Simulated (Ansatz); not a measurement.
## CH3S, SMILES C[S]: a relaxed scan of one distance

Run with the Ansatz DFT code, driven from Python.

Script `relaxed_scan_ch3s.py`:
```python
# -*- coding: utf-8 -*-
import ansatz as az
import numpy as np

ch3s = (
    az.Crystal.molecule()
    .atom("C", (-0.12711, 0.02928, 0.06891))
    .atom("S", (1.4175, -0.32645, -0.76926))
    .atom("H", (-0.25065, -0.67119, 0.89094))
    .atom("H", (-0.94487, -0.07882, -0.63956))
    .atom("H", (-0.09487, 1.04719, 0.44897))
)

setup = (
    ch3s.calculation()
    .basis(gaussian="def2-SVP")
    .functional("PBE0", dispersion="d4")
    .spin("collinear", total=1)
)
symbols = [site.symbol for site in ch3s.cartesian_sites]
pairs = [(0, 1), (0, 2), (0, 3), (0, 4)]
print("held (A)   E (eV)        ", "  ".join(f"{symbols[i]}{i}-{symbols[j]}{j}" for i, j in pairs))
for length in [1.0, 1.09, 1.17, 1.3, 1.47]:
    rep = setup.relax(constraints=[az.DistanceConstraint((0, 3), at=length)], force_tolerance=0.02, max_steps=60).run(threads=1, pin="off").report
    xyz = np.array(rep["positions_ang"])
    print(f"{length:6.2f} {rep['free_energy_ev']:14.5f}  ", "  ".join(f"{np.linalg.norm(xyz[i] - xyz[j]):.3f}" for i, j in pairs))
```

`python relaxed_scan_ch3s.py` gives:
```text
held (A)   E (eV)         C0-S1  C0-H2  C0-H3  C0-H4
DeckWarning: relax.constraints: the input's atoms, or those drawn, lie off the distances that are held; a relaxation that starts there is brought onto them ahead of its first SCF, by positions alone, an atom by 4.37e-2 Å at the most. With the symmetry detection on, the symmetry is detected on the input's atoms as so [...]
  1.00   -11910.56806   1.793  1.103  1.000  1.103
  1.09   -11910.76908   1.790  1.101  1.090  1.101
  1.17   -11910.71241   1.783  1.100  1.170  1.100
  1.30   -11910.34676   1.774  1.100  1.300  1.100
  1.47   -11909.66988   1.755  1.099  1.470  1.099
```
(Warnings from the package without file and line, shortened, repeats left out.)

Caveats:
- Total energies depend on the basis set; only differences at equal settings carry meaning.
- The energies are electronic: no zero-point or thermal terms, and the basis set is short of its limit.
- The species is open-shell (spin multiplicity 2).
- Wall time of the script: 79 s on 1 thread of Arm Neoverse V1, with other jobs on the host, peak memory 0.19 GiB.
